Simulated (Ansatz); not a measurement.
Reaction (SMILES): Cl[Si]Cl (closed-shell singlet) + 3 [H][H] (H2) → 2 Cl (HCl) + [SiH4] (SiH4)
B3LYP-D3(BJ)/def2-TZVP geometries, fixed; electronic energies without zero-point terms.

Effect of the final integration grid (spheres per factor e of radius in core and valence, angular degree) at PBE0/def2-TZVPP with Ansatz (a quantum-chemistry and plane-wave program), against the last row, where the energy of full hydrogenation is -6.22 kcal/mol. The default's grid is 13, 11, 36.

```csv
setting,largest shift of a total energy (mEh),shift of the energy of full hydrogenation (kcal/mol)
accuracy: medium (default),0.000,0.000
"final_grid: 4, 3, 11",-0.920,1.304
"final_grid: 6, 5, 17",0.070,0.029
"final_grid: 8, 7, 23",-0.012,0.006
"final_grid: 10, 9, 29",-0.002,0.000
"final_grid: 18, 15, 47",0.000,0.000
"final_grid: 26, 22, 59",0.000,0.000
```

Within 0.3 kcal/mol in the energy of full hydrogenation: accuracy: medium (default); final_grid: 6, 5, 17; final_grid: 8, 7, 23; final_grid: 10, 9, 29; final_grid: 18, 15, 47. The largest shift is 0.920 mEh in a total energy and 1.304 kcal/mol in the difference.
